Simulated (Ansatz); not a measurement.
HN, SMILES [NH], multiplicity 3.

Geometry: PBE0-D3(BJ)/def2-TZVPD.

Two levels are set side by side: PBE/def2-TZVPD (Ansatz, a program for electronic structure) and CAM-B3LYP/def2-TZVPD (Ansatz). Energy differences of separate SCF runs at the same geometry; the states with an electron removed or added have multiplicity 4 and 2. Differences are taken from unrounded values.

| quantity | CAM-B3LYP | PBE | PBE minus CAM-B3LYP |
|---|---|---|---|
| vertical ionisation energy (eV) | 13.90 | 13.80 | -0.10 |

On these quantities the two levels nearly agree.
